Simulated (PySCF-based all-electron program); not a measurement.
Force along the bond of PO, doublet

Calculated with an in-house all-electron program built on PySCF, in large uncontracted Gaussian sets near the basis limit; the spin-free Dirac equation, no spin–orbit coupling, spin-unrestricted, lowest state found (another of this spin can lie close). Forces are good to about 0.002 eV/Å. A positive force pushes the atoms apart.

```json
{"r (Å)": "1.3284", "PBE (eV/Å)": "15.172"}
{"r (Å)": "1.476", "PBE (eV/Å)": "0.909"}
{"r (Å)": "1.6236", "PBE (eV/Å)": "?"}
```

(1) Fill in the missing PBE forces.

(2) Between which listed lengths does the PBE force vanish, and at which of the two is it smaller?

Results:

(1) 1.6236 Å: -5.013 eV/Å.

(2) Between 1.476 and 1.624 Å. The force is smaller at 1.476 Å.
